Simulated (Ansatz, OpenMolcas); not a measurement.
A ladder of methods for C4H5N (pyrrole)

C4H5N: 10 atoms, total charge 0, spin state singlet. SMILES: `c1cc[nH]c1`. The shape is that of a PBE0-D4/def2-TZVP optimisation.

Each level gives the atomisation enthalpy at 298 K (kJ/mol). The values are calculated. The thermal term (zero-point and 298 K enthalpy, harmonic and unscaled) is that of PBE0-D4/def2-TZVP; the spin-orbit lowering of the free atoms at 298 K, 0.1 kJ/mol by their spectra, is taken off.

**What was measured.** CRC Handbook of Chemistry and Physics gives the atomisation enthalpy at 298 K of the gas as 4322 kJ/mol.

```tsv
level	kind	program	value (kJ/mol)	computed − measured	CPU time (all runs)
HF/def2-SVP	Hartree–Fock	Ansatz	3104	-1218	4.7 s
SVWN5/def2-SVP	LDA	Ansatz	5117	+795	8.7 s
PBE/def2-SVP	GGA	OpenMolcas	4531	+209	53 s
M06-L/def2-SVP	meta-GGA	OpenMolcas	4395	+73	72 s
TPSS/def2-SVP	meta-GGA	OpenMolcas	4385	+63	75 s
r2SCAN/def2-SVP	meta-GGA	Ansatz	4382	+60	26 s
PBE0/def2-SVP	global hybrid	Ansatz	4432	+110	10 s
CAM-B3LYP/def2-SVP	range-separated hybrid	Ansatz	4378	+56	16 s
PBE-QIDH/def2-SVP	double hybrid	Ansatz	4338	+16	19 s
BCCD(T)/def2-SVP	coupled cluster or CI	Ansatz	4119	-203	78 s
```

Nearest: PBE-QIDH/def2-SVP (+16 kJ/mol); farthest: HF/def2-SVP (-1218 kJ/mol). Computed less measured by kind, in kJ/mol (of the ab initio rows, those in def2-SVP): Hartree–Fock -1218; LDA +795; GGA +209; meta-GGA +60 to +73; global hybrid +110; range-separated hybrid +56; double hybrid +16; coupled cluster or CI -203. In a finite basis correlated wave-function methods underbind, so their errors here aren't those of the basis-set limit. Times are those of the runs behind each value, whatever else they computed, on shared processors of several kinds: orders of magnitude only.
